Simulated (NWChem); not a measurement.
# B3LYP/6-31+G(d) (spherical functions) run of C3H8O (methoxyethane)

What is the vertical ionisation energy of C3H8O (methoxyethane) at B3LYP/6-31+G* (spherical functions)? 

Program for the calculation: NWChem 7.3.0.

### Step 1. The system as given

C3H8O has 12 atoms, charge 0, and is taken as a singlet. As SMILES, `CCOC`. Geometry: relaxed at PBE0-D4/def2-TZVP. This is one conformer, not always the lowest.

Bond lengths: C1–C2 1.507 Å, C2–O3 1.405 Å, O3–C4 1.399 Å, C1–H5 1.092 Å, C1–H6 1.092 Å, C1–H7 1.092 Å, C2–H8 1.102 Å, C2–H9 1.102 Å, C4–H10 1.090 Å, C4–H11 1.100 Å, C4–H12 1.100 Å. Some angles: C1–C2–O3 108.9°, C2–O3–C4 112.4°, C1–C2–H8 110.6°, C1–C2–H9 110.6°, O3–C2–H8 109.9°, O3–C2–H9 109.9°, C2–C1–H5 110.6°, C2–C1–H6 110.6°, C2–C1–H7 110.4°, O3–C4–H10 107.7°.

### Step 2. A single-point energy at B3LYP/6-31+G(d) (spherical functions)

job.xyz reads:

```xyz
12

C     -1.552400     0.504300     0.733800
C     -0.424200    -0.307900     0.152000
O      0.626400     0.556900    -0.197600
C      1.717300    -0.124000    -0.747300
H     -1.913800     1.234400     0.007100
H     -1.218500     1.042600     1.623000
H     -2.383900    -0.145800     1.014400
H     -0.764400    -0.862800    -0.737000
H     -0.068400    -1.054400     0.880100
H      2.482200     0.614500    -0.988900
H      2.138100    -0.852700    -0.039400
H      1.438600    -0.660100    -1.666100
```

job.nw reads:

```
start job
memory 2200 mb

geometry units angstrom noautosym nocenter noautoz
 load job.xyz
end

basis spherical bse
 * library 6-31+G*
end

dft
 xc b3lyp
 grid fine
 convergence energy 1e-08
 maxiter 100
 mulliken
 print low
end

task dft energy
```

Run with:

```sh
nwchem job.nw > job.out
```

Standard output, shortened:

```text
[...]
 d= 0,ls=0.0,diis     1   -194.2924985080 -3.29D+02  1.14D-02  4.93D-01     2.3
[...]
 d= 0,ls=0.0,diis     8   -194.3503955586  1.87D-09  2.60D-06  1.13D-07    13.2
         Total DFT energy =     -194.350395558579
      One electron energy =     -528.046466797359
           Coulomb energy =      227.362964839451
    Exchange-Corr. energy =      -27.886638311620
 Nuclear repulsion energy =      134.219744710949
[...]
      Total Density - Mulliken Population Analysis
     ---------------------------------------------
    Atom       Charge   Shell Charges
 -----------   ------   -------------------------------------------------------
    1 C    6     6.79   2.00  0.67  2.14  0.67  0.99  0.25  0.04  0.03
    2 C    6     6.03   2.00  0.68  2.06  0.54  0.71 -0.02 -0.00  0.07
    3 O    8     8.35   2.00  0.90  2.93  0.96  1.56 -0.04  0.01  0.03
    4 C    6     6.33   2.00  0.68  2.08  0.61  0.82  0.04  0.04  0.06
    5 H    1     0.79   0.53  0.26
    6 H    1     0.79   0.53  0.26
    7 H    1     0.80   0.53  0.27
    8 H    1     0.83   0.54  0.30
    9 H    1     0.83   0.54  0.30
   10 H    1     0.81   0.53  0.27
[...]
```

It took 14 s on 1 thread of Intel Xeon 6975P-C (Granite Rapids), shared host; peak memory 0.12 GiB.

### Step 3. The doublet cation

c3h8o.nw reads:

```
start c3h8o
memory 2200 mb
charge 1

geometry units angstroms noautosym nocenter noautoz
C    -1.552400    0.504300    0.733800
C    -0.424200   -0.307900    0.152000
O     0.626400    0.556900   -0.197600
C     1.717300   -0.124000   -0.747300
H    -1.913800    1.234400    0.007100
H    -1.218500    1.042600    1.623000
H    -2.383900   -0.145800    1.014400
H    -0.764400   -0.862800   -0.737000
H    -0.068400   -1.054400    0.880100
H     2.482200    0.614500   -0.988900
H     2.138100   -0.852700   -0.039400
H     1.438600   -0.660100   -1.666100
end

basis spherical bse
* library 6-31+G*
end

dft
xc b3lyp
mult 2
grid fine
convergence energy 1e-08
maxiter 100
mulliken
print low
end

task dft energy
```

Run with:

```sh
nwchem c3h8o.nw > c3h8o.out
```

Standard output, shortened:

```text
[...]
 d= 0,ls=0.0,diis     1   -193.8615274882 -3.28D+02  8.66D-03  2.52D-01     3.2
[...]
 d= 0,ls=0.0,diis    13   -193.9912773040 -6.43D-10  8.52D-08  2.80D-11    40.6
[...]
         Total DFT energy =     -193.991277304029
      One electron energy =     -519.243237410354
           Coulomb energy =      218.562163522197
    Exchange-Corr. energy =      -27.529948126822
 Nuclear repulsion energy =      134.219744710949
[...]
      Total Density - Mulliken Population Analysis
     ---------------------------------------------
    Atom       Charge   Shell Charges
 -----------   ------   -------------------------------------------------------
    1 C    6     6.77   2.00  0.67  2.16  0.70  0.98  0.22  0.01  0.03
    2 C    6     6.15   2.00  0.69  2.07  0.60  0.78 -0.05  0.01  0.06
    3 O    8     7.99   2.00  0.95  2.82  0.95  1.36 -0.07 -0.06  0.03
    4 C    6     6.37   2.00  0.68  2.10  0.66  0.85  0.02 -0.00  0.05
    5 H    1     0.74   0.52  0.22
    6 H    1     0.74   0.52  0.22
    7 H    1     0.74   0.52  0.22
    8 H    1     0.70   0.50  0.19
    9 H    1     0.70   0.50  0.19
   10 H    1     0.71   0.52  0.19
[...]
      <S2> =      0.7541 (Exact =     0.7500)
[...]
```

Wall time 41 s (1 thread of Intel Xeon 6975P-C (Granite Rapids), shared host); peak memory 0.11 GiB.

### Step 4. Results

Level: B3LYP/6-31+G* (spherical functions).

```
                                          quantity          value
                       singlet C3H8O: total energy  -194.35040 Eh
                      doublet cation: total energy  -193.99128 Eh
                              doublet cation: ⟨S²⟩          0.754
vertical ionisation energy (to the doublet cation)       9.772 eV
```

The vertical ionisation energy comes to 9.77 eV (225 kcal/mol).
